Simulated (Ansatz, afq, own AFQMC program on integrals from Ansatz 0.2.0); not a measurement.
Where AFQMC and coupled cluster stand for GeH4O, singlet

```csv
atom,x (Å),y (Å),z (Å)
Ge,0.0000,-0.0117,0.3156
O,0.0000,0.1053,-1.4637
H,1.2597,-0.7601,0.7931
H,0.0000,1.4437,0.7905
H,-1.2597,-0.7601,0.7931
H,0.0000,-0.7538,-1.8904
```

Connectivity, by distances: GeH3–OH.

Basis 6-31G. Noble-gas cores (and the filled d shells of Ga–Kr and In–Xe) are frozen. Integrals, coupled cluster, full CI and functionals: Ansatz 0.2.0; the random walks run on the same integrals in our own AFQMC program. ph-AFQMC/CISD is guided by a CISD state made of CCSD amplitudes; releasing the constraint for a short imaginary time cuts its bias at the price of noise, slowly where states lie close. Free AFQMC starts from the CCSD state and is never constrained. Its projection time is finite, and what remains of the start isn't in its error. Uncertainties: one standard error, sampling alone. No spin–orbit coupling.

Determinant: RHF, the one that the program's search chose, which needn't be the lowest solution. The geometry is a point of a scan.

No full CI on the walks' own integrals is used here. The released AFQMC energy serves as the reference, which it does only where one determinant dominates, the energy is flat over the last release times and near the phaseless one (40 meV or 2 meV an electron, half that with transition metals). On small molecules, where full CI could be run and the noise was under 10 meV, such values lay within 10 meV of it in 19 cases of 20, a flattering rate, since the rule was set on those same cases; what remains of the bias isn't in the error bar.

Cautions: no relativity below Rb; no spin-orbit coupling; inner d shell frozen; the released value is read at 2.40 1/Eh with a noise of 16 meV, more than in the cases checked (meV from the phaseless value at times in 1/Eh: 0 ± 10 at 0.24, -26 ± 13 at 0.51, -27 ± 10 at 0.99, -17 ± 10 at 1.62, -10 ± 16 at 2.40).

The T1 diagnostic is 0.0118. The weight of the determinant in the CISD state is 0.912 and the size of the correlated space is 14 electrons in 31 orbitals.

| level | correlation energy (eV) |
| --- | --- |
| MP2 | -5.0177 |
| CCSD | -5.5431 |
| CCSD(T) | -5.6242 |

(1) Estimate where phaseless AFQMC with the Hartree–Fock trial lies against CCSD(T) on the same integrals.

(1) 3.3 ± 5.1 kJ/mol below CCSD(T). The gap is under twice the noise, so this walk alone can't tell the two apart.

Reference: AFQMC with the constraint released, correlation energy -5.634 ± 0.016 eV.

```
        level  E − E(reference) (kJ/mol)  share of correlation (%)
      CCSD(T)                  1.0 ± 1.5                     99.82
  ph-AFQMC/HF                 -2.3 ± 5.3                    100.43
ph-AFQMC/CISD                  1.0 ± 1.8                     99.82
   free AFQMC                 -1.0 ± 1.9                    100.18
```

Free projections are given only where their last times agree within the noise and don't stop above the reference; a slow remainder of the start can still hide under it. A walk keeps the symmetry of its determinant, which the program's search chose and which needn't be the lowest solution, so a lower state of the same spin and another symmetry isn't excluded. Released energies are given only where the last usable release times agree within the noise; a slower fall can still hide under it.
